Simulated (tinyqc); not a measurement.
Hueckel theory of the pi electrons with the omega technique, for the molecule N=CN (SMILES; centres numbered as the heavy atoms are written), step by step. One step of it, computed by the program tinyqc.

Task: Energy, charges, bond orders. E = sum n x; q_r = z_r - P_rr; bond order p = P_rs; free valence = sqrt(3) - sum of p over the bonds of the atom.

final x values: 2.124258  0.808482  -0.892740

occupations: 2.000000  2.000000  0.000000

final P:
```
,1N,2C,3N
1N,1.339499,0.884812,-0.319137
2C,0.884812,0.814700,0.427518
3N,-0.319137,0.427518,1.845801
```

Centres:
```
centre,"z_r, pi electrons of the neutral centre",h
1N,1,0.530000
2C,1,0.000000
3N,2,1.510000
```

Bonds:
```
i,j,k
1,2,0.910000
2,3,0.900000
```

Give: pi energy = 4 alpha + this times beta; pi charges; Bond orders and lengths from R = 1.517 - 0.180 p; free valence of the carbons; gap between the highest filled and the next level.

Result:

pi energy = 4 alpha + this times beta = 5.865

pi charges: 1N -0.339, 2C 0.185, 3N 0.154

Bond orders and lengths from R = 1.517 - 0.180 p (angstrom, C-C alone):
```
bond,p,R
1-2,0.885,-
2-3,0.428,-
```

free valence of the carbons: 2C 0.420

gap between the highest filled and the next level = 1.701 |beta|
